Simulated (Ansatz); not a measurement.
# C4H5Cl: a ladder of functionals and wavefunction methods

The task here is to estimate one member of a computed series from the others.

Program: Ansatz 0.2.0, Gaussian basis. Level of theory: functionals in def2-TZVPP, the program's frozen cores in correlated methods. These are calculated values, not measurements.

Plan: PBE-D4, r2SCAN-D4, PBE0-D4, B3LYP-D4, ωB97X-V, ωB97M-V, B2PLYP; CCSD(T)/def2-TZVPP; MP2/def2-QZVPP; extrapolation to the limit.

## The relaxed structure

All runs share one geometry, relaxed beforehand with PBE0-D4 in a triple-zeta def2 set.

SMILES `C=CC(=C)Cl`, 10 atoms, charge 0, spin multiplicity 1.

Atoms are counted from 1 here; the program's logs count them from 0.

Bond lengths: C1–C2 1.329 Å, C1–H6 1.083 Å, C1–H7 1.083 Å, C2–C3 1.453 Å, C2–H8 1.087 Å, C3–C4 1.331 Å, C3–Cl5 1.734 Å, C4–H9 1.083 Å, C4–H10 1.081 Å. Angles: C2–C1–H6 121.6°, C2–C1–H7 120.7°, H6–C1–H7 117.7°, C1–C2–C3 126.4°, C1–C2–H8 119.9°, C3–C2–H8 113.7°, C2–C3–C4 123.5°, C2–C3–Cl5 117.1°, C4–C3–Cl5 119.4°, C3–C4–H9 119.4°, C3–C4–H10 122.1°, H9–C4–H10 118.5°.

Set-up of the first run:

File in.yaml:

```yaml
crystal:
  periodic: [false, false, false]
  atoms:
    - {symbol: C, position_ang: [-1.747388, -0.265804, 0.490984]}
    - {symbol: C, position_ang: [-0.429539, -0.422687, 0.423315]}
    - {symbol: C, position_ang: [0.491786, 0.358813, -0.384081]}
    - {symbol: C, position_ang: [1.806033, 0.151436, -0.407797]}
    - {symbol: Cl, position_ang: [-0.188274, 1.622091, -1.358110]}
    - {symbol: H, position_ang: [-2.257643, 0.498192, -0.082714]}
    - {symbol: H, position_ang: [-2.347961, -0.903697, 1.127002]}
    - {symbol: H, position_ang: [0.054184, -1.198468, 1.011051]}
    - {symbol: H, position_ang: [2.230944, -0.637820, 0.200776]}
    - {symbol: H, position_ang: [2.471058, 0.746845, -1.017424]}
basis:
  gaussian: {orbitals: def2-TZVPP}
hamiltonian: {xc: pbe, dispersion: d4}
output: {forces: true, orbitals: {seedname: orbitals}}
```

The run is started by

```sh
> ansatz run in.yaml --threads 4 --pin off --events-out ev --progress --plain --max-ram 10444MiB
```

Among the steps run: PBE-D4 (GGA); r2SCAN-D4 (meta-GGA); PBE0-D4 (hybrid); B3LYP-D4 (hybrid); ωB97X-V (range-separated); ωB97M-V (range-separated); B2PLYP (double hybrid); CCSD(T) in def2-TZVPP; MP2 in def2-QZVPP.

One of the session's tables, all rows but one given; the rest of the session is left out.

It belongs to the step «Atomisation energies». 

```
            method  atomisation energy (eV)
            PBE-D4                   44.461
         r2SCAN-D4                   43.290
           PBE0-D4                        ?
          B3LYP-D4                   43.078
           ωB97X-V                   42.942
           ωB97M-V                   43.129
            B2PLYP                   42.653
     HF/def2-TZVPP                   31.674
    MP2/def2-TZVPP                   42.834
   CCSD/def2-TZVPP                   41.138
CCSD(T)/def2-TZVPP                   41.917
           MP2/CBS                   43.870
       CCSD(T)/CBS                   42.952
```

Q: Estimate the row for PBE0-D4 from the others.

The run gave: atomisation energy (eV): 43.576. In the column «atomisation energy (eV)» it lies between r2SCAN-D4 (43.290) and MP2/CBS (43.870).
